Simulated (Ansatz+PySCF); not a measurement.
**singlet HF: levels of theory in one basis**

```yaml
atoms:
  - { symbol: H, position_ang: [0.0000, 0.0000, -1.4907] }
  - { symbol: F, position_ang: [0.0000, 0.0000, 0.1656] }
```

Basis set: 6-31G (spherical functions). Left uncorrelated: 1 orbital. Charge 0, multiplicity 1.

Computed with Ansatz (development build ahead of 0.2.0); each method stands on the lowest determinant of its kind that the runs found.

| method | E − E(RHF) (eV) | <S²> of the determinant |
| --- | --- | --- |
| RHF | 0.00 | 0.00 |
| UHF | -1.44 | 0.76 |
| RHF-MP2 | -4.55 | – |
| RHF-CCSD | -4.89 | – |
| RHF-CCSD(T) | -5.00 | – |
| UHF-CCSD(T) | -4.98 | 0.76 |
| full CI (lowest root of this spin) | -5.02 | – |

(1) What does UHF-MP2 give on the same scale?

(2) Is a single determinant a sound starting point here?

Results:

(1) -3.94 eV.

At such a shape the full CI root can have another spatial symmetry than the determinants, so the rows needn't describe one state.

(2) It is doubtful. Unrestricted orbitals lower Hartree–Fock by 1.44 eV and <S²> is 0.76 where a pure state has 0.00, a sign of strong static correlation.

Caution for RHF, RHF-MP2, RHF-CCSD, RHF-CCSD(T): an unrestricted determinant lies well below. Caution for UHF, UHF-MP2, UHF-CCSD(T): the unrestricted determinant is spin contaminated. Caution for RHF-MP2, UHF-MP2, RHF-CCSD, RHF-CCSD(T), UHF-CCSD(T): large amplitudes, a single reference is doubtful. Caution for UHF-MP2, UHF-CCSD(T): a plain start can end on a higher determinant. Caution for UHF-MP2: another reference gives a lower total. Caution for RHF-CCSD(T): the amplitudes may be one of several solutions.
